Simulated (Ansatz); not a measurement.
# Worked example: the barrier

An elementary step of BNH$_{3}$F, singlet (BNH₃F ([NH2][BH][F]) → BNHF ([NH][B][F]) + H₂; bonds formed: H2–H4; bonds broken: B1–H2, N3–H4). “Start” is the structure reached by relaxing down from the saddle towards the reactants; PBE0-D4/def2-TZVP structures. The saddle:

B1  (0.150, 0.295, 0.312)
H2  (1.355, -0.280, -0.208)
N3  (-0.812, -0.309, -0.365)
H4  (0.590, -0.637, -0.619)
F5  (0.533, 1.164, 1.226)
H6  (-1.816, -0.233, -0.346)
(Å)

Ansatz 0.2.0; basis: def2-TZVPP and def2-QZVPP; cores frozen in the correlated methods.

Energies in eV:

| quantity | saddle | start |
| --- | --- | --- |
| Hartree–Fock, triple zeta (X = 3) | -4907.60443 | -4911.84088 |
| Hartree–Fock, quadruple zeta (X = 4) | -4907.84719 | -4912.07461 |
| MP2 correlation, X = 3 | -16.07838 | -15.36423 |
| MP2 correlation, X = 4 | -17.35661 | -16.63086 |
| CCSD(T) correlation, X = 3 | -16.97585 | -16.32658 |

Question: Work out the barrier at the basis limit: extrapolate Hartree–Fock as E(X) = E∞ + A exp(−7.88 √X) and the MP2 correlation as E(X) = E∞ + B X^−2.97 (the exponents that Neese and Valeev fitted for def2-TZVPP and QZVPP), then add CCSD(T) − MP2 in triple zeta.

Answer: Each step is linear, so take the differences first (saddle − start): Hartree–Fock 4.23645 (X = 3) and 4.22742 (X = 4); MP2 correlation -0.71415 and -0.72575; CCSD(T) correlation -0.64927.
Two points give E∞ = E(4) + w [E(4) − E(3)], with w = 1/(exp(7.88 (2 − √3)) − 1) = 0.1377 for Hartree–Fock and w = 1/((4/3)^2.97 − 1) = 0.7407 for the correlation.
Hartree–Fock: 4.22742 + 0.1377 × (-0.00903) = 4.2262 eV.
MP2 correlation: -0.72575 + 0.7407 × (-0.01160) = -0.7343 eV.
CCSD(T) − MP2: -0.64927 − (-0.71415) = 0.0649 eV.
Sum: 4.2262 + (-0.7343) + 0.0649 = 3.5568 eV, or 82.02 kcal/mol. Plain CCSD(T) in triple zeta gives 3.5872 eV, so the larger basis shifts the result by -0.0304 eV.

The T1 diagnostic stays at or below 0.015.

Labels in which every atom is bracketed show which atoms are joined, not bond orders.

For scale, one of the runs: CCSD(T)/def2-TZVPP, 135 basis functions, launched by `ansatz run in.yaml --threads 2 --pin off --events-out ev --progress --plain --max-ram 4352MiB`. Hardware: 2 CPU threads of an Arm Neoverse V2, shared host. Wall time 8.5 s; peak host memory 0.75 GiB.
